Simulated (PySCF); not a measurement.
# The bond of LiP, level by level

The task here is to estimate one member of a computed series from the others.

Method: Li def2-TZVP, P def2-TZVP, no relativity; program: PySCF 2.14.0.

Set-up of the first run:

A driver script around PySCF takes these settings:

```json
{"atoms": "Li, P", "charge": "0", "basis": "Li def2-TZVP, P def2-TZVP", "Hamiltonian": "no relativity", "basis functions": "51", "electrons treated": "18", "masses in u": "7.0160, 30.9738", "levels": "PBE0, PBE, r²SCAN, PW91, B2PLYP, PBEsol, LC-ωPBE, HF, MP2, SCS-MP2, CCSD, CCSD(T)", "grid": "80 radial by 434 angular points", "occupations": "held fixed by the projection of orbital angular momentum", "dissociation limit": "Li + P, each in its ground configuration", "starting distance in angstrom": "2.350", "values of 2S to try": "0, 2, 4"}
```

Launch:

```
$ OMP_NUM_THREADS=1 python dia.py task.json out
```

Among the steps run: Input; The PBE0 curve of the state that the search chose; Other states along the same grid; PBE; r²SCAN; PW91; B2PLYP (double hybrid); PBEsol; LC-ωPBE (range-separated hybrid); UHF (mean field); Correlated methods on the Hartree–Fock reference.

One table of the session follows, with a row left open; its other results are not shown here.

It belongs to the step «The curves together». Energy (eV) from each level's lowest point:

```
R (Å)    UHF  UHF-MP2  UHF-SCS-MP2  UHF-CCSD  UHF-CCSD(T)
2.001  0.462    0.431        0.433       n/a          n/a
2.094  0.219    0.200        0.201     0.194        0.196
2.187  0.077    0.068        0.069     0.064        0.066
2.257      ?        ?            ?         ?            ?
2.327  0.000    0.000        0.000     0.000        0.000
2.397  0.005    0.008        0.008     0.009        0.008
2.490  0.044    0.049        0.048     0.052        0.050
2.606  0.130    0.136        0.134     0.140        0.135
2.746  0.266    0.276        0.276     0.276        0.269
2.932  0.440    0.571        0.592       n/a          n/a
```

Q: Estimate the row for R (Å) = 2.257 from the others.

Worked estimate for «UHF». A straight line through the neighbours (2.187, 0.077) and (2.327, 0.000) gives 0.077 + (0.000 − 0.077) × (2.257 − 2.187) / (2.327 − 2.187) = 0.038; a parabola fitted to 4 rows on both sides gives 0.020.

The run gave: UHF: 0.022; UHF-MP2: 0.018; UHF-SCS-MP2: 0.018; UHF-CCSD: 0.016; UHF-CCSD(T): 0.017. In «UHF» the line misses by +0.016 and the parabola by -0.002.
